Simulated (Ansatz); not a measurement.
HBr⁺, doublet: the ladder up to full CI

Geometry: that of the HBr, singlet, kept fixed.

```xyz
2

Br    0.0000    0.0000    0.0000
H     0.0000    0.0000    1.4206
```

Basis cc-pVDZ; Ansatz 0.2.0. Only valence electrons are correlated (noble-gas cores and the filled d shells of p-block atoms frozen), which leaves 7 electrons in 18 orbitals. R marks a restricted (for open shells ROHF) determinant, U an unrestricted one. Active spaces: valence = (7e, 5o) chosen from the atoms' valence shells. No spin–orbit coupling is included, and no scalar relativity.

Full CI is exact within this basis and frozen core; it isn't the basis-set limit. The frozen core follows each run's orbitals, which can shift R against U totals by a few meV for light atoms and by up to 0.1 eV past Ca.

For open shells CISD and CISDTQ are restricted-active-space CI with the open shells as a complete middle space.

```
UHF ⟨S²⟩                          : 0.758
T1 diagnostic (RCCSD)             : 0.0133
largest doubles amplitude (RCCSD) : 0.070
```

| level | E − E(full CI) (kJ/mol) | share of correlation (%) | wall time |
| --- | --- | --- | --- |
| RHF | 325.7 | 0.00 | – |
| RMP2 | 53.0 | 83.74 | – |
| CISD | 15.7 | 95.17 | 0.84 s |
| RCCSD | 6.0 | 98.16 | – |
| RCCSD(T) | 1.2 | 99.64 | 0.69 s |
| BCCD(T) | 1.2 | 99.64 | 0.81 s |
| RCCSDT | 0.4 | 99.89 | – |
| CISDTQ | 0.2 | 99.93 | 2.3 s |
| RCCSDT(Q) | 0.0 | 99.99 | 2.9 s |
| RCCSDTQ | 0.0 | 100.00 | 13 s |
| CASSCF (valence space) | 274.5 | 15.74 | – |
| NEVPT2 (valence space) | 60.2 | 81.52 | 0.75 s |
| MRCISD (valence space) | 10.6 | 96.76 | – |
| MRCISD+Q (valence space) | -1.7 | 100.52 | 0.99 s |

The correlation energy at full CI, counted from RHF, is -3.376 eV. That run took 4.8 s on 1 thread of Arm Neoverse V1, shared host over 624,320 determinants.

Run but not shown, since their state, orbitals or frozen core can't be matched to the reference's or they repeat it: UHF, UMP2, UCCSD, UCCSD(T), UCCSDT, UCCSDT(Q), UCCSDTQ.

Times hold each run's SCF and search for its determinant on a shared host, so for small cases they say little of a method's own cost; they ran on 1 thread of Arm Neoverse V1.

Not variational, and here over 5 meV under the exact energy: MRCISD+Q (valence space).

The full-CI state has the irrep B2 of C2v, in the program's axes (one component, if the state is degenerate).

Natural occupations of full CI about the gap: 1.976 1.963 1.951 0.995 0.037 0.014 0.013 0.013 0.011 0.008; effectively unpaired electrons, Σ n²(2−n)², 1.03.
